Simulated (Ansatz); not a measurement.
# C5H10S: small, medium and large basis sets

An exercise on one series of results from a longer session: the logs are not shown, and one member is left open.

Method: one geometry, several basis sets; program: Ansatz 0.2.0, Gaussian basis.

The runs, in order: PBE0-D4/def2-SVP; ωB97M-V/def2-SVP; PBE0-D4/def2-QZVPP; ωB97M-V/def2-QZVPP; the functionals' def2-TZVPP values are taken from earlier runs.

## The relaxed structure

All runs share one geometry, relaxed beforehand with PBE0-D4 in a triple-zeta def2 set.

SMILES `CC1CCCS1`, 16 atoms, charge 0, spin multiplicity 1.

Atoms are counted from 1 here; the program's logs count them from 0.

Bond lengths: C1–C2 1.514 Å, C1–H7 1.094 Å, C1–H8 1.092 Å, C1–H9 1.092 Å, C2–C3 1.521 Å, C2–S6 1.833 Å, C2–H10 1.095 Å, C3–C4 1.518 Å, C3–H11 1.094 Å, C3–H12 1.096 Å, C4–C5 1.522 Å, C4–H13 1.094 Å, C4–H14 1.093 Å, C5–S6 1.820 Å, C5–H15 1.092 Å, C5–H16 1.090 Å. Angles: C2–C1–H7 110.3°, C2–C1–H8 110.6°, C2–C1–H9 111.5°, H7–C1–H8 108.6°, H7–C1–H9 107.7°, H8–C1–H9 108.0°, C1–C2–C3 114.3°, C1–C2–S6 111.5°, C1–C2–H10 109.3°, C3–C2–S6 105.0°, C3–C2–H10 109.2°, S6–C2–H10 107.3°, C2–C3–C4 107.1°, C2–C3–H11 110.8°, C2–C3–H12 109.1°, C4–C3–H11 112.4°, C4–C3–H12 109.8°, H11–C3–H12 107.6° and more.

The first run:

in.yaml reads:

```yaml
crystal:
  periodic: [false, false, false]
  atoms:
    - {symbol: C, position_ang: [1.530410, 0.134472, 1.581915]}
    - {symbol: C, position_ang: [0.709685, 0.492062, 0.360863]}
    - {symbol: C, position_ang: [0.347149, -0.694372, -0.519453]}
    - {symbol: C, position_ang: [-0.832558, -0.270582, -1.375559]}
    - {symbol: C, position_ang: [-1.854482, 0.333195, -0.423668]}
    - {symbol: S, position_ang: [-0.895328, 1.243930, 0.826729]}
    - {symbol: H, position_ang: [2.490171, -0.296283, 1.280419]}
    - {symbol: H, position_ang: [1.000653, -0.592701, 2.201436]}
    - {symbol: H, position_ang: [1.738475, 1.012833, 2.196220]}
    - {symbol: H, position_ang: [1.253068, 1.230927, -0.236628]}
    - {symbol: H, position_ang: [1.206231, -1.009513, -1.119251]}
    - {symbol: H, position_ang: [0.060196, -1.538702, 0.117561]}
    - {symbol: H, position_ang: [-0.510563, 0.485510, -2.098191]}
    - {symbol: H, position_ang: [-1.260425, -1.104935, -1.937982]}
    - {symbol: H, position_ang: [-2.442614, -0.444359, 0.068712]}
    - {symbol: H, position_ang: [-2.540067, 1.018529, -0.923123]}
basis:
  gaussian: {orbitals: def2-SVP}
hamiltonian: {xc: pbe0, dispersion: d4}
output: {orbitals: {seedname: orbitals}}
```

Command:

```console
$ ansatz run in.yaml --threads 2 --pin off --events-out ev --progress --plain --max-ram 22528MiB --backend cpu
```

Steps of the session up to this table: PBE0-D4 in def2-SVP; ωB97M-V in def2-SVP; PBE0-D4 in def2-QZVPP; ωB97M-V in def2-QZVPP.

One of the session's tables, all rows but one given; the rest of the session is left out.

It belongs to the step «Density functionals: the series». 

| functional | basis | HOMO (eV) | LUMO (eV) |
| --- | --- | --- | --- |
| PBE0-D4 | def2-SVP | -5.99 | 1.43 |
| PBE0-D4 | def2-TZVPP | -6.09 | 0.91 |
| PBE0-D4 | def2-QZVPP | -6.12 | 0.66 |
| ωB97M-V | def2-SVP | -8.22 | 3.29 |
| ωB97M-V | def2-TZVPP | ? | ? |
| ωB97M-V | def2-QZVPP | -8.37 | 1.88 |

**Question.** Estimate the row for ωB97M-V, def2-TZVPP.

The run gave: HOMO (eV): -8.33; LUMO (eV): 2.51. In the column «HOMO (eV)» it lies between ωB97M-V, def2-QZVPP (-8.37) and ωB97M-V, def2-SVP (-8.22).
